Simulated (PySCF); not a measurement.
# CHNS (Isothiocyanic Acid): the cost of one run

Programs: PySCF 2.14.0, with density-fitted response routines of our own. Each step states its level of theory. These are calculated values for one molecule in the gas phase, unless marked as measured. Atoms are numbered from 0 throughout.

### 1 The starting structure

4 atoms, charge 0, multiplicity 1; geometry from: MMFF94s. The atoms were then displaced at random by about 0.03 Å, so the start is not that level's minimum.

Bonds of the start (Å): N0–C1 1.11, C1–S2 1.76, N0–H3 1.05.

### 2 Relaxing the molecule at PBE0-D3(BJ)/def2-SVP

What the job is given:

```
{"job": {"xc": "PBE0", "basis": "def2-SVP", "d3": "d3bj", "grid": 1, "shake": 0.03, "kind": "geom"}, "charge": 0, "multiplicity": 1}
N     -0.833490    -0.465430    -0.226620
C      0.221140    -0.156880    -0.413980
S      1.909460     0.250260    -0.670840
H     -1.213830     0.281620     0.409340
```

The run is started by

```bash
OMP_NUM_THREADS=1 python probes_run.py task.json out
```

This one command runs all jobs of the session in turn.

**Question.** How long does this first job take on 1 thread of Arm Neoverse V1, shared host, and how much memory does it need?

About 4.9 s, with a peak of 0.26 GiB.
